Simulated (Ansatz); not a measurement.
doublet SO(+): levels of theory in one basis

```json
{"atom": "S", "x (Å)": "0.0000", "y (Å)": "0.0000", "z (Å)": "-0.7163"}
{"atom": "O", "x (Å)": "0.0000", "y (Å)": "0.0000", "z (Å)": "0.7163"}
```

Basis set: def2-SVP (spherical functions). Correlated methods keep 6 orbitals frozen. Correlation on ROHF uses semicanonical orbitals with singles. Charge 1, multiplicity 2.

Computed with Ansatz (development build ahead of 0.2.0); each method stands on the lowest determinant of its kind that the runs found.

```
  method  E − E(ROHF) (eV)  <S²> of the determinant
    ROHF              0.00                        –
     UHF             -0.44                     1.22
ROHF-MP2             -8.83                        –
 UHF-MP2             -7.55                     1.22
```

Q: What does ROHF-CCSD(T) give on the same scale?

A: -9.25 eV.

Q: Is a single determinant a sound starting point here?

A: It is doubtful. Unrestricted orbitals lower Hartree–Fock by 0.44 eV and <S²> is 1.22 where a pure state has 0.75, a sign of strong static correlation.

Caution for UHF, UHF-MP2: the unrestricted determinant is spin contaminated. Caution for ROHF-MP2, UHF-MP2: MP2 on this radical cation hangs on the determinant chosen.
